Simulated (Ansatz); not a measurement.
How far each method lies from UCCSDT(Q) for [H···H···GeH3], doublet

Geometry: a point of a hydrogen-transfer path between rigid fragments, not a stationary point.

```xyz
6

H    -2.8414    0.0000    0.0000
H    -1.8354    0.0000    0.0000
Ge    0.0436    0.0000    0.0000
H     0.5122   -1.4659    0.0000
H     0.5122    0.7330   -1.2695
H     0.5122    0.7330    1.2695
```

Basis cc-pVTZ; Ansatz 0.2.0. Correlated methods freeze the noble-gas cores and the filled d shells of p-block atoms, which leaves 9 electrons in 99 orbitals. R marks a restricted (for open shells ROHF) determinant, U an unrestricted one. Active spaces: pair = (3e, 3o) about the gap; valence = (9e, 9o) chosen from the atoms' valence shells. No spin–orbit coupling is included, and no scalar relativity.

Full CI isn't at hand for all of this; UCCSDT(Q) serves as the reference, and is uncertain by about the last step of the cluster series. The frozen core follows each run's orbitals, which can shift R against U totals by a few meV for light atoms and by up to 0.1 eV past Ca.

* UHF ⟨S²⟩: 0.792
* T1 diagnostic (RCCSD): 0.0226
* largest doubles amplitude (RCCSD): 0.046
* T1 diagnostic (UCCSD): 0.0184

| level | E − E(UCCSDT(Q)) (kJ/mol) | share of correlation (%) | wall time |
| --- | --- | --- | --- |
| UHF | 497.9 | 4.47 | – |
| UMP2 | 105.1 | 79.83 | – |
| UCCSD | 14.2 | 97.27 | – |
| UCCSD(T) | 2.7 | 99.49 | 2.5 s (H100) |
| UCCSDT | 0.3 | 99.93 | – |

The correlation energy at UCCSDT(Q), counted from RHF, is -5.402 eV. That run took 9.5 s on 2 threads of AMD EPYC 7R13 with a shared H100 80 GB, shared host.

Run but not shown, since their state or frozen core can't be matched to the reference's or they repeat it: RHF, RMP2, CISD, RCCSD, RCCSD(T), BCCD(T), RCCSDT, RCCSDT(Q), CASSCF (pair space), NEVPT2 (pair space), CASSCF (valence space), NEVPT2 (valence space).

Times hold each run's SCF and search for its determinant on a shared host, so for small cases they say little of a method's own cost.

Natural occupations of CASSCF (valence space) about the gap: 1.985 1.972 1.972 1.958 1.002 0.043 0.029 0.020 0.020; effectively unpaired electrons, Σ n²(2−n)², 1.03.
